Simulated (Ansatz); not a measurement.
Geometry optimisation, RKS revPBE-D4/def2-SVP (Ansatz 0.2.0).

Input file:

```yaml
crystal:
  periodic: [false, false, false]
  atoms:
    - { symbol: Al, position_ang: [-0.020988, -0.165267, -0.43408] }
    - { symbol: H, position_ang: [0.231572, -0.396619, 2.301357] }
    - { symbol: H, position_ang: [1.46044, 0.29902, -0.805789] }
    - { symbol: H, position_ang: [-1.277356, 0.819534, -0.39502] }
    - { symbol: O, position_ang: [-0.290763, -1.876621, -0.14416] }
    - { symbol: Al, position_ang: [-0.831101, -3.508343, -0.197075] }
    - { symbol: H, position_ang: [-0.071979, -4.583178, 0.717534] }
    - { symbol: H, position_ang: [-2.091897, -3.875195, -1.121457] }
    - { symbol: H, position_ang: [0.121071, -0.923132, 1.819391] }
basis:
  gaussian: { orbitals: def2-SVP }
hamiltonian:
  xc: revpbe
  dispersion: d4
relax:
  f_tol: 0.03
  max_steps: 50
output:
  orbitals: {}
```

Run as:

```bash
$ ansatz run input.yaml --threads 1 --pin off --max-ram 2048MiB --backend cpu --events-out ev --progress --plain --runs-dir out
```

**Question.** Where does it end, and by what steps?

**Answer.** It converged. The force dipped under the threshold on the way, but the program's further checks kept it going. After 14 steps the energy has fallen by 0.153 eV; H8 moved furthest, 0.88 Å.

| step | energy less start (eV) | largest force component (eV/Å) | accepted |
| --- | --- | --- | --- |
| 0 | 0.0000 | 1.439 | yes |
| 1 | -0.0877 | 0.426 | yes |
| 2 | -0.1002 | 0.667 | yes |
| 3 | -0.1185 | 0.345 | yes |
| 4 | -0.1297 | 0.216 | yes |
| 5 | -0.1442 | 0.038 | yes |
| 6 | -0.1445 | 0.101 | yes |
| 7 | -0.1467 | 0.117 | yes |
| 8 | -0.1510 | 0.036 | yes |
| 9 | -0.1516 | 0.006 | yes |
| 10 | -0.1429 | 0.697 | no |
| 11 | -0.1519 | 0.060 | yes |
| 12 | -0.1520 | 0.105 | yes |
| 13 | -0.1522 | 0.083 | yes |
| 14 | -0.1525 | 0.004 | yes |

```xyz
9
Properties=species:S:1:pos:R:3
Al -0.180 -0.240 -0.283
H 0.600 0.002 2.072
H 1.260 0.228 -0.789
H -1.351 0.782 0.084
O -0.532 -1.931 -0.272
Al -0.910 -3.606 -0.338
H -0.635 -4.486 0.968
H -1.513 -4.206 -1.690
H 0.491 -0.754 1.988
```

The run took 37 s on 1 thread of AMD EPYC 7R43 64-Core Processor (Zen 3), on a shared host, peak memory 0.15 GiB.
